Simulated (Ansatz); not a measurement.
System: diamond. Method: LDA in Ansatz (PAW).

Run with plane-wave cutoff 520 eV, 12×12×12 k mesh, perturbation theory, force constants from a 4×4×4 q mesh, scalar-relativistic PAW data made under PBE.

Quasi-harmonic isothermal bulk modulus against temperature at zero pressure (zero-point motion included); the last value is withheld.

```csv
T (K),isothermal bulk modulus (GPa)
300,455.6
400,454.4
500,452.9
600,451.1
700,449.1
800,?
```

Problem. Fit a straight line to the rows shown and predict the value at 800 K.

Solution. Means: 500 K and 452.62 GPa. Σ(T − T̄)(y − ȳ) = -1630.0 and Σ(T − T̄)² = 100000, so the slope is -0.0163 GPa/K. At 800 K: 452.62 + (-0.0163) × 300 = 447.7 GPa. The run gives 447.0 GPa.

Anharmonicity beyond the change of volume is left out.

Ansatz is a quantum-chemistry and plane-wave program.
